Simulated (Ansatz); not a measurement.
Mulliken charges of C$_{4}$H$_{4}$ClF (`FC1=CCC1Cl`) from PBE/def2-TZVPP in Ansatz (PBE0-D4/def2-TZVP geometry).

| atom | x (Å) | y (Å) | z (Å) | charge (e) |
| --- | --- | --- | --- | --- |
| F1 | 2.239 | 0.560 | -0.647 | -0.139 |
| C2 | 1.065 | 0.129 | -0.242 | 0.144 |
| C3 | 0.651 | -0.909 | 0.476 | -0.202 |
| C4 | -0.796 | -0.472 | 0.368 | -0.075 |
| C5 | -0.281 | 0.690 | -0.530 | 0.066 |
| Cl6 | -0.601 | 2.339 | 0.051 | -0.155 |
| H7 | 1.135 | -1.758 | 0.937 | 0.116 |
| H8 | -1.247 | -0.116 | 1.294 | 0.075 |
| H9 | -1.475 | -1.164 | -0.136 | 0.068 |
| H10 | -0.607 | 0.650 | -1.569 | 0.102 |

Question: By hand: the dipole of these point charges (1 e Å = 4.8032 D).

Answer: Σ q r = (-0.279, -0.383, -0.075) e Å, of length 0.480 e Å = 2.31 D.

Question: How does the dipole of the full density compare? (An estimate is asked.)

Answer: Computed: (-0.155, -0.439, -0.021) e Å, 2.24 D; the point charges give 1.03 times that, at 18° from its direction.

Point charges leave out the atoms' own dipoles, such as those of lone pairs, and Mulliken's split depends on the basis, so the close match here is no proof of good charges.
